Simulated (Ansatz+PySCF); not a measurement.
The numbers below are computed, except where a source is named.
## Several solutions for singlet CH3Cl

```xyz
5

C     0.0000    0.0000   -1.0298
Cl    0.0000    0.0000    0.6035
H     0.0000   -0.9537   -1.3603
H    -0.8259    0.4768   -1.3603
H     0.8259    0.4768   -1.3603
```

Basis set: def2-SVP (spherical functions). Charge 0, multiplicity 1.

CASSCF(2,2) was run from several starts with Ansatz (development build ahead of 0.2.0) and PySCF 2.14.0. The starts are those of the Hartree–Fock orbitals from which the active space was taken at the frontier.

```csv
run,program,start,converged,energy (hartree),<S²>
A,Ansatz,"atomic start, no search",yes,-498.91571,0.00
B,PySCF,program defaults,yes,-498.91571,0.00
C,Ansatz,search for the lowest state,yes,-498.92161,0.00
D,Ansatz,stability test followed,yes,-498.91571,0.00
```

(1) Which runs reached the lowest solution of this kind, and what is wrong with the others?

## Answers

(1) C reached the lowest solution found. Converged but too high: A by 0.16 eV, B by 0.16 eV, D by 0.16 eV. Convergence only shows a stationary point; in CASSCF the end hangs on which orbitals enter the active space. Caution: other starts end on other solutions of this active space.
